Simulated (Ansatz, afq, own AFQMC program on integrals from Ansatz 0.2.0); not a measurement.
**Where AFQMC and coupled cluster stand for C₂H₅, doublet**

```xyz
7

C     0.0000   -0.0047    0.8075
C     0.0000    0.0011   -0.8742
H     0.0000   -1.1559    1.2695
H     0.9951    0.5886    1.2731
H    -0.9951    0.5886    1.2731
H     0.0000   -1.0427   -1.5244
H     0.0000    1.0634   -1.4967
```

Basis 6-31G. Noble-gas cores (and the filled d shells of Ga–Kr and In–Xe) are frozen. Ansatz 0.2.0 and our own AFQMC program on the same integrals; the CISD trial comes from CCSD amplitudes, and released means the phaseless constraint is let go. Error bars are statistical, one sigma.

Determinant: UHF, the one that the program's search chose, which needn't be the lowest solution. The geometry is a point of a scan.

No full CI on the walks' own integrals is used here; CCSDT(Q) serves as the reference and is uncertain by about the last step of the cluster series.

Cautions: the ph-AFQMC/CISD walk drifts between its halves (2.3 errors).

```
T1 diagnostic                               : 0.0110
weight of the determinant in the CISD state : 0.885
⟨S²⟩ of the determinant                     : 0.781
size of the correlated space                : 13 electrons in 26 orbitals
```

```
  level  correlation energy (eV)
    MP2                  -4.9092
   CCSD                  -5.9299
CCSD(T)                  -6.0646
```

Problem. Estimate where phaseless AFQMC with the Hartree–Fock trial lies against CCSD(T) on the same integrals.

Solution. 6.45 ± 3.43 mEh below CCSD(T). The gap is under twice the noise, so this walk alone can't tell the two apart.

Reference: CCSDT(Q), correlation energy -6.090 eV. The released energy is read at 2.40 1/Eh (meV from the phaseless value at times in 1/Eh: -6 ± 14 at 0.24, -7 ± 11 at 0.51, -4 ± 10 at 0.99, 11 ± 14 at 1.62, 18 ± 14 at 2.40).

| level | E − E(reference) (mEh) | share of correlation (%) |
| --- | --- | --- |
| CCSD(T) | 0.95 | 99.58 |
| CCSDT | 0.25 | 99.89 |
| ph-AFQMC/HF | -5.50 ± 3.43 | 102.46 |
| ph-AFQMC/CISD | -0.05 ± 0.58 | 100.02 |
| released AFQMC | 0.62 ± 0.53 | 99.73 |

A walk keeps the symmetry of its determinant, which the program's search chose and which needn't be the lowest solution, so a lower state of the same spin and another symmetry isn't excluded. Released energies are given only where the last usable release times agree within the noise; a slower fall can still hide under it.
